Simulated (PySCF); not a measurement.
Isomers of [C5H10P]+. The calculation used TDDFT CAM-B3LYP/def2-SVPD, vertical, gas phase, core orbitals frozen in the response (PySCF). Geometries: GFN2-xTB; one conformer of each isolated species. Triplets are in the Tamm–Dancoff approximation. Ions are computed without counter-ions or solvent.

A. `C#C[PH2+]C(C)C`
B. `[P@H+]1(C(C)=C1)CC`
C. `C1=CCC[P@@H+]1C`
D. `C#CC[PH+](C)C`

Lowest singlet levels (six at most, fewer where fewer were computed) with oscillator strengths:

1. 193 nm (f 0.000); 183 nm (f 0.018); 179 nm (f 0.001); 158 nm (f 0.005); 158 nm (f 0.006); 150 nm (f 0.001); T1 5.40 eV
2. 210 nm (f 0.000); 201 nm (f 0.005); 201 nm (f 0.001); 150 nm (f 0.434); 148 nm (f 0.016); 145 nm (f 0.002); T1 4.86 eV
3. 191 nm (f 0.007); 191 nm (f 0.004); 176 nm (f 0.085); 165 nm (f 0.135); 164 nm (f 0.094); 150 nm (f 0.043); T1 4.83 eV
4. 181 nm (f 0.246); 164 nm (f 0.019); 157 nm (f 0.000); 157 nm (f 0.001); 148 nm (f 0.009); 146 nm (f 0.024); T1 4.35 eV

Problem. Match each spectrum to its molecule.

Solution. 1 = D, 2 = A, 3 = B, 4 = C.
- A: S1 at 5.91 eV, HOMO-1→LUMO (54%), HOMO→LUMO+1 (36%); Löwdin shares by element: HOMO carbon 78% or more, phosphorus 8%; LUMO carbon 55% or more, phosphorus 24% (atoms not listed hold the other 20%); HOMO -14.85 and LUMO -4.48 eV.
- B: S1 at 6.48 eV, HOMO→LUMO (64%), HOMO→LUMO+1 (30%); Löwdin shares by element: HOMO carbon 60% or more, phosphorus 12% (atoms not listed hold the other 28%); LUMO carbon 45% or more, phosphorus 27%, hydrogen 8% or more (atoms not listed hold the other 20%); HOMO -14.62 and LUMO -4.41 eV.
- C: S1 at 6.83 eV, HOMO→LUMO (95%); Löwdin shares by element: HOMO carbon 74% or more, phosphorus 7% (atoms not listed hold the other 19%); LUMO carbon 59% or more, phosphorus 13%, hydrogen 5% or more (atoms not listed hold the other 22%); HOMO -13.98 and LUMO -4.15 eV.
- D: S1 at 6.42 eV, HOMO→LUMO (55%), HOMO→LUMO+10 (10%), HOMO→LUMO+3 (9%); Löwdin shares by element: HOMO (one of a set within 0.03 eV) carbon 91% or more; LUMO phosphorus 22%, carbon 20% or more, hydrogen 19% or more (atoms not listed hold the other 40%); HOMO -13.65 and LUMO -3.26 eV.
B and D have S1 within 0.07 eV of each other; their strongest listed levels stand at 7.52 eV (f 0.135) and 6.77 eV (f 0.018).
